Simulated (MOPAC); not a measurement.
MOPAC input (AM1):

```
AM1 1SCF CHARGE=1 GEO-OK AUX(PRECISION=9) THREADS=1
CH3

C    -0.00000000 1   -0.00000000 1   -0.00000000 1
H     0.00360111 1    1.07859343 1   -0.02702022 1
H     0.93257816 1   -0.54247981 1    0.01097634 1
H    -0.93617928 1   -0.53611362 1    0.01604388 1
```

**Question.** What heat of formation does the run end on, and which ionisation energy by Koopmans theorem?

**Answer.** 253.45 kcal/mol; 22.65 eV.
